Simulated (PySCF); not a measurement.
Molecule: `CC#CCF`, C4H5F.

Structure with atom numbers: `[CH3:1][C:2]#[C:3][CH2:4][F:5]`; H(Xn) means a hydrogen on atom n.

Geometry PBE0-D3(BJ)/def2-SVP throughout; GIAO in PySCF 2.14.0 with density-fitted response routines, gas phase, one conformer, non-relativistic; equivalent atoms averaged; functional PBE0.

Task: How do the absolute shieldings σ depend on the basis set? (ppm; last column core-seconds on shared hosts with different chips, so compare them loosely)

Result: 
| basis set | functions | C2 | C3 | C4 | C1 | F5 | H(C4) | H(C1) | core-s |
| --- | --- | --- | --- | --- | --- | --- | --- | --- | --- |
| STO-3G | 30 | 163.8 | 171.7 | 181.1 | 220.2 | 447.9 | 30.13 | 31.27 | 3.5 |
| 6-31G | 55 | 114.6 | 126.1 | 131.7 | 193.3 | 425.8 | 27.58 | 30.69 | 6.4 |
| pcSseg-0 | 55 | 96.6 | 109.2 | 119.3 | 187.2 | 450.0 | 27.66 | 30.83 | 5.8 |
| 6-31G* | 80 | 113.1 | 123.7 | 126.8 | 189.0 | 429.7 | 27.11 | 30.26 | 8.7 |
| cc-pVDZ | 95 | 110.9 | 121.7 | 129.3 | 191.7 | 426.5 | 26.44 | 29.52 | 10 |
| def2-SVP | 95 | 107.8 | 119.3 | 127.0 | 190.0 | 432.9 | 26.66 | 29.63 | 10 |
| pcSseg-1 | 110 | 92.3 | 104.5 | 113.1 | 179.6 | 420.3 | 26.30 | 29.32 | 6 |
| aug-cc-pVDZ | 160 | 111.5 | 123.1 | 127.2 | 190.0 | 417.6 | 26.39 | 29.41 | 21 |
| 6-311+G(2d,p) | 165 | 94.6 | 107.1 | 116.4 | 182.7 | 413.4 | 26.59 | 29.62 | 21 |
| def2-TZVP | 185 | 95.0 | 107.1 | 114.8 | 182.2 | 415.4 | 26.60 | 29.60 | 25 |
| cc-pVTZ | 220 | 96.5 | 108.6 | 116.2 | 183.3 | 418.5 | 26.41 | 29.38 | 32 |
| IGLO-III | 225 | 90.0 | 102.7 | 111.0 | 179.7 | 414.1 | 26.41 | 29.44 | 32 |
| pcSseg-2 | 250 | 89.1 | 102.0 | 110.5 | 179.6 | 415.3 | 26.35 | 29.32 | 38 |

Task: Which nucleus moves most, in ppm?

Result: C2 (alkyne carbon): from 89.1 ppm with pcSseg-2 to 163.8 ppm with STO-3G. The smallest spread is 1.95 ppm, at H(C1). Proton shifts span only some 12 ppm, so a few tenths of a ppm matter as much there as several ppm in carbon.

Task: Taking the largest basis, pcSseg-2 (250 functions), as the yardstick, rank the others by their worst heavy-atom deviation.

Result: IGLO-III 1.2 ppm (225 functions), pcSseg-1 5.0 ppm (110 functions), 6-311+G(2d,p) 5.8 ppm (165 functions), def2-TZVP 5.8 ppm (185 functions), cc-pVTZ 7.4 ppm (220 functions), def2-SVP 18.6 ppm (95 functions), cc-pVDZ 21.8 ppm (95 functions), aug-cc-pVDZ 22.4 ppm (160 functions), 6-31G* 24.0 ppm (80 functions), 6-31G 25.4 ppm (55 functions), pcSseg-0 34.7 ppm (55 functions), STO-3G 74.7 ppm (30 functions).

A small basis that lands close on one nucleus may do so by chance; judge by the trend and by all nuclei.
